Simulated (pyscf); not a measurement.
# Four-centre exchange: `[SH2]` + `[Cl][Ti]([Cl])([Cl])[Cl]` -> `[SH][Ti]([Cl])([Cl])[Cl]` + `[ClH]`

Gas phase, singlet surface, charge 0. Bonds broken: S1–H2, Cl4–Ti5. Bonds formed: S1–Ti5, H2–Cl4. Single points on ωB97X-D3(BJ)/def2-SVP structures (PySCF, gas phase).

Transition state (Å):

```xyz
8

S      0.5891     1.5447     0.3816
H      0.3309     0.8142    -1.1279
H      1.7836     1.0470     0.7671
Cl    -0.4384    -0.2351    -1.8404
Ti    -0.4966    -0.6224     0.7074
Cl     0.6073    -2.4425     0.3849
Cl    -2.6294    -0.8454     0.6066
Cl    -0.1964    -0.3960     2.8374
```

One imaginary mode, 625i cm⁻¹; descent along it reached the two sides named, in the forms told below.

```csv
bond,change,reactant side (Å),saddle,product side
S1–H2,breaks,1.348,1.697,3.6
Cl4–Ti5,breaks,2.182,2.578,3.0
S1–Ti5,forms,2.8,2.446,2.249
H2–Cl4,forms,3.3,1.483,1.288
```

Electronic energies relative to the separated reactants (kcal/mol):

```tsv
level	barrier	reaction energy	reverse barrier
ωB97X-D3(BJ)/def2-TZVP	18.7	+12.0	6.6
PBE/def2-TZVP	18.4	+12.9	5.5
r²SCAN/def2-TZVP	19.1	+13.4	5.7
B3LYP-D3(BJ)/def2-TZVP	20.6	+13.1	7.5
PBE0-D3(BJ)/def2-TZVP	18.1	+12.5	5.7
M06-2X/def2-TZVP	22.3	+12.9	9.4
ωB97M-D3(BJ)/def2-TZVP	23.8	+13.1	10.8
HF/def2-TZVP	43.6	+16.1	27.5
```

With ωB97M-D3(BJ)/def2-TZVP energies and thermal terms (ideal gas, 1 atm, RRHO with modes under 100 cm⁻¹ raised to 100, one conformer, R ln 2 for chiral ones without a mode under 150 cm⁻¹), in kcal/mol:

```csv
T (K),ΔH‡,ΔG‡,ΔH,ΔG
298,22.3,32.4,+12.8,+11.5
600,22.9,42.4,+13.4,+10.0
900,23.8,52.0,+13.8,+8.2
1200,24.7,61.2,+14.2,+6.2
```

On the reactant side the descent ends in an adduct with a S–Ti contact, 8.0 kcal/mol under the separated species and 26.7 kcal/mol under the saddle at ωB97X-D3(BJ)/def2-TZVP. What is counted as formed (S–Ti) is already present as a longer contact in the reactant adduct; forming that adduct is a step of its own. This is the saddle that the search found; another between the same sides may lie lower.
